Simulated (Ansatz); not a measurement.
Isolated molecules relaxed with PBE0-D4/def2-TZVP in Ansatz; ΔE leaves out vibrations. CCSD(T)/CBS is the MP2 limit (def2-TZVPP, def2-QZVPP) plus CCSD(T) − MP2 in def2-TZVPP, frozen cores. This one scheme is used for every species. DFT in def2-TZVPP. Each species was taken in one conformer, which may not be the lowest.

Consider the ligand exchange at the Al–O bond: `[OH][AlH][SH]` + H₂S → `[SH][AlH][SH]` + H₂O.

Is it downhill or uphill in electronic energy at CCSD(T)/CBS, and by how much? (Estimate.)

Computed: Uphill: ΔE = +18.5 kJ/mol.

What do these levels give: BLYP-D4, r2SCAN-D4, B97M-V, PBE0-D4, BHLYP-D4, ωB97M-V, r2SCAN, PBE0, LC-ωPBE, CCSD/def2-SVP, SCS-MP2/def2-TZVPP, HF/def2-QZVPP? (Best estimate.)

Computed: BLYP-D4 26.1, r2SCAN-D4 20.3, B97M-V 22.2, PBE0-D4 12.3, BHLYP-D4 24.5, ωB97M-V 22.9, r2SCAN 20.8, PBE0 14.4, LC-ωPBE 21.6, CCSD/def2-SVP 28.7, SCS-MP2/def2-TZVPP 25.7, HF/def2-QZVPP 30.8 kJ/mol.

Largest T1 diagnostic among the species: 0.012.

The D4 term adds −3.8 kJ/mol with B3LYP and −2.1 kJ/mol with PBE0; it sums over pairs of atoms, weighted by their polarisabilities, and B3LYP, whose exchange is more repulsive, gets the larger term. In def2-TZVPP, CCSD(T) changes the Hartree–Fock value by −7.1 kJ/mol (the triples alone add −2.1 kJ/mol) and MP2 by −8.6 kJ/mol. Leaving LDA and LC-ωPBE aside and taking each functional with its dispersion term where it has one, the values, not all of them listed here, spread over 18.2 kJ/mol, from HSE06-D4 to CAM-B3LYP-D4.

B3LYP here is the variant with VWN-RPA as its local correlation; programs differ in this.
